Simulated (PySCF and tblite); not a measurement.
Results of a calculation; reference values are marked as such.
C4H4O, numbered as in [O:1]=[CH:2][CH:3]1[CH:4]=[CH:5]1.

The ensemble was built from 60 distance-geometry starts (ETKDG and KDG, MMFF94s, GFN2-xTB) and rests on GFN2-xTB geometries. Energies: CAM-B3LYP-D3(BJ)/def2-TZVP (IEF-PCM, chloroform), with GFN2-xTB thermal terms (modes under about 100 cm⁻¹ blended into free rotors). Symmetry numbers and mirror images are counted. Conformers within 2.5 kcal/mol (GFN2-xTB free energy) were kept, 6 at most. GIAO shieldings: B3LYP/pcSseg-1 (IEF-PCM, chloroform). Shifts are against TMS (¹H), TMS (¹³C) at the same level. Codes: tblite and PySCF.

Torsions listed: O1–C2–C3–C4.

| conformer | shape | symmetry | E(GFN2) kcal/mol | E(DFT) kcal/mol |
| --- | --- | --- | --- | --- |
| 1 | 151° | Cs | 0.00 | 0.00 |
| 2 | -28° | Cs | 0.42 | 1.50 |

(1) How much do the weights at 298.15 K and the averaged shift of H2 depend on how the conformers are weighted?

Answers

(1) 
```csv
weighting,1 (%),2 (%),δ (ppm),rms dipole (D)
"DFT energy with thermal terms, symmetry and mirror images (full scheme)",91,9,9.06,4.57
DFT energy with symmetry and mirror images,93,7,9.04,4.58
bare DFT energy,93,7,9.04,4.58
GFN2-xTB energy with symmetry and mirror images,67,33,9.42,4.32
GFN2-xTB free energy,63,37,9.47,4.28
leading conformer alone,100,0,8.93,4.66
equal weights,50,50,9.67,4.13
"full scheme, search stopped after three starts",100,0,8.93,4.66
```

The largest departure from the full scheme, 0.62 ppm, comes with: equal weights.
